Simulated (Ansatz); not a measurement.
Results of RPBE in Ansatz (PAW) for fluorite SrCl2.

Numerical settings: plane-wave cutoff 520 eV, 8×8×8 k mesh, Fermi–Dirac smearing 0.01 eV, scalar-relativistic PAW data made under PBE.

A third-order Birch–Murnaghan fit to the energies gives V0 = 30.873 Å³/atom, B0 = 28.3 GPa, B′ = 4.4.

| V (Å³/atom) | P (GPa) |
|---|---|
| 29.036 | ? |
| 29.654 | ? |
| 30.272 | 0.580 |
| 30.890 | -0.016 |
| 31.507 | ? |
| 32.125 | -1.029 |
| 32.743 | ? |

### Question
Estimate the withheld pressures from this fit; the answers are the runs' own values.

### Answer

- 29.036, P (GPa): 1.986
- 29.654, P (GPa): 1.245
- 31.507, P (GPa): -0.550
- 32.743, P (GPa): -1.459

The formula P = (3/2) B0 (x^(7/3) − x^(5/3)) [1 + (3/4)(B′ − 4)(x^(2/3) − 1)] with x = V0/V meets the computed pressures within 0.01 GPa when these rounded values are put in.

Measured, for comparison: bulk modulus 34.3 GPa (temperature not stated, not corrected to a static lattice, from elastic constants; as tabulated in Kanchana et al., Calculated structural, elastic and electronic properties of …); equilibrium volume per atom 28.27 Å³/atom (room temperature, not corrected to a static lattice; as tabulated in Kanchana et al., Calculated structural, elastic and electronic properties of …). Computed (rounded) less measured: bulk modulus -17 % (against room or unstated temperature, where such soft solids are markedly softer), equilibrium volume per atom +9.2 %.

The computed numbers hold no vibrational or temperature effects.

Cost on a shared machine: roughly 24 core-seconds.

Ansatz is an electronic-structure program.
